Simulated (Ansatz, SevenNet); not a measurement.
Elastic constant C33 (GPa) of 20 elemental solids other than molecular ones, computed with the machine-learned potential SevenNet-l3i5 (trained on PBE and PBE+U data) and with PBE (Ansatz, a first-principles code, plane waves, PAW). The set holds measured phases with no doubt noted on the run or the magnetic state but for the caveats below. Solids without a value at one level (not run, failed, or a magnetic order lost), or held back for tests, aren't counted.

All rows, in order of the shift (worked out from unrounded values):

```
solid                       SevenNet-l3i5   PBE  shift (%)
--------------------------  -------------  ----  ---------
body-centred tetragonal In           39.7  38.8       -2.4
hcp Sc                                104   103       -1.3
hcp Zn                               57.7  65.4      +13.4
hcp Lu                               75.4  91.4        +21
white tin (β-Sn)                     66.5  81.1        +22
hcp Zr                                130   162        +25
hcp Y                                63.2  80.7        +28
hcp Os                                641   821        +28
hcp Re                                518   664        +28
hcp Ti                                144   189        +32
hcp Ru                                481   641        +33
hcp Tc                                394   537        +36
α-phase Ga                           58.6  80.9        +38
double-hcp La                        38.1  53.3        +40
hcp Mg                               48.9  68.8        +41
hcp Hf                                137   197        +44
hcp Tl                               27.7  41.1        +48
hcp Cd                               24.1  38.0        +57
hcp Co                                244   408        +67
hcp Be                                209   382        +83
```

The shift from SevenNet-l3i5 to PBE has a median of +32 %, and eight in ten lie between +11.9 % and +58 %; PBE is the larger in 18 of 20. Each level is at its own cell, so the shift holds the change of volume too.

Ansatz's runs of these crystals have no spin polarisation, but for hcp Co.

Density-functional runs with spin start from parallel moments for hcp Co.

Spin–orbit coupling is left out, also for the solids with elements from indium on (body-centred tetragonal In, hcp Os, white tin (β-Sn), double-hcp La, hcp Tl, hcp Re, hcp Hf, hcp Lu); its size isn't shown.

Each level is taken at its own relaxed cell. Ansatz's density-functional and Hartree–Fock values are scalar-relativistic unless marked +SOC, with PAW data made under PBE.
